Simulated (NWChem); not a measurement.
**Total energies of propene (C3H6)**

```
C
C 1 1.3339
H 2 1.0932 1 121.53
H 2 1.0953 3 116.99 1 180.00
H 1 1.0980 2 118.42 3 0.00
C 1 1.4929 5 116.03 2 180.00
H 6 1.1001 1 111.77 5 180.00
H 6 1.1031 7 108.13 1 -122.62
H 6 1.1031 7 108.13 8 -114.77
```
Charge 0, spin multiplicity 1.

Everything below was run with NWChem. The geometry was optimised at PBE0/def2-SVP, a minimum by its harmonic frequencies.

Basis set: 6-31G* (54 functions).

```
method   total energy (Ha)
-------  -----------------
RHF             -117.06936
MP2             -117.45110
B2PLYP          -117.74365
PBE             -117.72628
B3LYP           -117.90504
PBE0            -117.74906
CCSD(T)         -117.50386
```

Total energies of different functionals aren't comparable as a measure of quality: only differences taken within one method are. 

The correlated methods keep 3 core orbitals frozen. B3LYP has NWChem's definition, with VWN1-RPA local correlation. The Pople sets run with spherical d functions. No row is a measurement; the coupled-cluster row has its own basis-set and correlation limits.
